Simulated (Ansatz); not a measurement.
Results of PBE (Ansatz, an electronic-structure program, PAW) for rutile TiO₂.

Numerical settings: plane-wave cutoff 520 eV, 8×8×12 k mesh (along the axes of the cell as run), Fermi–Dirac smearing 0.01 eV, no spin polarisation, scalar-relativistic PAW data made under PBE.

Response to compression and expansion:

Shape and atoms are relaxed at each volume.

| V (Å³/atom) | P (GPa) | direct gap at Γ (eV) | c (Å) | a (Å) |
|---|---|---|---|---|
| 10.225 | 9.21 | 1.888 | 2.942 | 4.567 |
| 10.438 | 4.32 | 1.870 | 2.953 | 4.605 |
| 10.651 | 0.00 | 1.860 | 2.964 | 4.644 |
| 10.864 | -3.79 | 1.858 | 2.973 | 4.682 |
| 11.077 | -7.07 | 1.866 | 2.981 | 4.722 |

The gap at Γ does not follow one straight line over these volumes.

Note: the bulk modulus comes from volumes at which shape and atoms were relaxed.
